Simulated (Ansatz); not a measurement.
in.yaml

```yaml
crystal:
  periodic: [false, false, false]
  atoms:
    - {symbol: Ge, position_ang: [0.000000, 0.000000, 0.000000]}
    - {symbol: H, position_ang: [0.497315, 0.916058, 0.914876]}
    - {symbol: H, position_ang: [-0.504898, -0.912305, 0.914472]}
    - {symbol: H, position_ang: [-0.495472, 0.913304, -0.918621]}
    - {symbol: H, position_ang: [0.503056, -0.917057, -0.910726]}
basis:
  gaussian: {orbitals: 6-31G, point_charges: [{charge: 0.50, position_ang: [4.808, -0.201, 0.521]}]}
total_charge: 1
magnetization: {spin_polarized: false, initial_magnetization: 1}
correlation: {active_space: {window: {electrons: 2, orbitals: 200}}}
```

```sh
$ ansatz run in.yaml --threads 1 --pin off --events-out ev --progress --plain --max-ram 2393MiB
```

(1) One thing in this input was set wrong on purpose, beside settings that are merely unusual. What is the gravest fault, and what does the program do?

Answers

(1) Impossible active window. How the run ends: stopped by an error.
```
378 factors; integrals over basis functions are off by at most 5.5e-4 eV
mean field evaluation 1: about -56512.1362 eV, gradient 8.1e0 eV
mean field evaluation 2: about -56512.1384 eV, gradient 8.1e0 eV
mean field evaluation 4: about -56512.4221 eV, gradient 1.9e-1 eV
mean field evaluation 8: about -56512.4216 eV, gradient 1.2e-4 eV
mean field -56512.42158057 eV, -2076.7931875909 hartree, gradient 2.4e-6 eV, S^2 0.750000; 0 other end points of the search recorded, 0 dependent functions left out
reference -56512.42158057 eV, -2076.7931875909 hartree; 18, 17 occupied and 19, 20 virtual orbitals, 378 factors
Error: 2 electrons in 200 orbitals form no window around the highest filled level of the reference
```
